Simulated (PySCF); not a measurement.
Distances in Å between the heavy atoms of a computed structure (PBE0-D3(BJ)/def2-SVP; lower triangle, same order across):
```
N1    0.00
C2    1.16  0.00
C3    2.62  1.46  0.00
C4    3.48  2.47  1.51  0.00
C5    4.44  3.47  2.49  1.32  0.00
S6    5.76  4.86  3.91  2.87  1.56  0.00
```

Hydrogens: 2 on C3, 1 on C4.

Charge 0, singlet.

Q: Read off the bonds between heavy atoms and their formal orders.

A: N1–C2 (triple); C2–C3 (single); C3–C4 (single); C4–C5 (double); C5–S6 (double). The orders are those of one drawing; other resonance forms can be drawn.

Q: Give the structure as a SMILES string.

A: `N#CCC=C=S`, C4H3NS.

Q: Describe the place of each heavy atom.

A: N1: nitrile nitrogen; C2: nitrile carbon; C3: sp3 carbon next to a nitrile; C4: outer carbon of cumulated double bonds; C5: central carbon of cumulated double bonds; S6: sulfur bonded to C.

Conformer computed: `[N:1]#[C:2][CH2:3][CH:4]=[C:5]=[S:6]`: C2–C3–C4–C5 -114°.
